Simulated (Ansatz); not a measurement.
Input file:

```yaml
crystal:
  periodic: [false, false, false]
  atoms:
    - {symbol: B, position_ang: [0.000000, -0.051173, 0.721739]}
    - {symbol: B, position_ang: [0.000000, -0.051173, -1.040725]}
    - {symbol: H, position_ang: [0.000000, 2.172908, 2.076094]}
    - {symbol: H, position_ang: [0.000000, -1.075158, 1.345295]}
basis:
  gaussian: {orbitals: 6-31G}
magnetization: {spin_polarized: false}
correlation: {method: ccsdtq, electrons: outside_noble_gas}
```

```sh
$ ansatz run in.yaml --threads 1 --pin off --events-out ev --progress --plain --max-ram 2393MiB
```

Output:

```
504 factors; integrals over basis functions are off by at most 1.7e-7 eV
mean field evaluation 1: about -1361.4840 eV, gradient 1.8e1 eV
mean field evaluation 2: about -1361.4817 eV, gradient 1.8e1 eV
mean field evaluation 4: about -1364.4382 eV, gradient 3.1e0 eV
mean field evaluation 8: about -1364.6056 eV, gradient 1.9e-1 eV
mean field evaluation 16: about -1364.5892 eV, gradient 9.0e-1 eV
mean field evaluation 32: about -1364.1952 eV, gradient 6.7e0 eV
mean field evaluation 64: about -1361.6118 eV, gradient 1.3e0 eV
mean field evaluation 96: about -1355.0869 eV, gradient 5.6e0 eV
mean field evaluation 128: about -1359.9670 eV, gradient 3.2e0 eV
mean field -1364.60673970 eV, -50.1483727204 hartree, gradient 8.9e-6 eV, S^2 0.000000; 3 other end points of the search recorded, 0 dependent functions left out; unrestricted orbitals would lower it
determinant -1364.60673970 eV, -50.1483727204 hartree, with singles and doubles -1369.23158408 eV, -50.3183326165 hartree
determinant -1361.67439756 eV, -50.0406111344 hartree, with singles and doubles -1367.44678268 eV, -50.2527423747 hartree
mean field evaluation 160: about -1364.7758 eV, gradient 1.0e0 eV
...
cycle  30  -4.92030676 eV  change   -3.3e-6 eV  update   5.3e-6
cycle  31  -4.92031424 eV  change   -7.5e-6 eV  update   4.1e-6
cycle  32  -4.92032015 eV  change   -5.9e-6 eV  update   3.3e-6
cycle  33  -4.92032034 eV  change   -1.9e-7 eV  update   2.2e-6
cycle  34  -4.92032063 eV  change   -2.9e-7 eV  update   1.5e-6
cycle  35  -4.92031934 eV  change    1.3e-6 eV  update   1.1e-6
cycle  36  -4.92032037 eV  change   -1.0e-6 eV  update   8.5e-7
cycle  37  -4.92032109 eV  change   -7.2e-7 eV  update   6.4e-7
cycle  38  -4.92032142 eV  change   -3.3e-7 eV  update   4.6e-7
cycle  39  -4.92032173 eV  change   -3.1e-7 eV  update   3.2e-7
WARN: these amplitudes may be one of several solutions (largest doubles amplitude 0.51, level shift 0.00 eV)
Total energy: -1369.52706144 eV, -50.3291912090 hartree
```

For the same geometry and basis full CI lies 1.3 meV higher.

Ran on 1 thread of Arm Neoverse N1, shared host: 33 s wall, 0.14 GiB peak host memory.
